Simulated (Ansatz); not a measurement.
Mulliken charges of ClFSi (`F[Si]Cl`) from ωB97M-V/def2-TZVPP in Ansatz (PBE0-D4/def2-TZVP geometry).

| atom | x (Å) | y (Å) | z (Å) | charge (e) |
| --- | --- | --- | --- | --- |
| F1 | 0.628 | -1.228 | 0.202 | -0.260 |
| Si2 | -0.608 | -0.382 | -0.371 | 0.471 |
| Cl3 | -0.031 | 1.545 | 0.156 | -0.211 |

Task: By hand: the dipole of these point charges (1 e Å = 4.8032 D).

Result: Σ q r = (-0.443, -0.187, -0.260) e Å, of length 0.547 e Å = 2.63 D.

Task: How does the dipole of the full density compare? (Estimate.)

Result: The calculation gave: (-0.196, -0.097, -0.117) e Å, 1.19 D; the point charges give 2.21 times that, at 3° from its direction.

Point charges leave out the atoms' own dipoles, such as those of lone pairs, and Mulliken's split depends on the basis, so the two needn't agree.
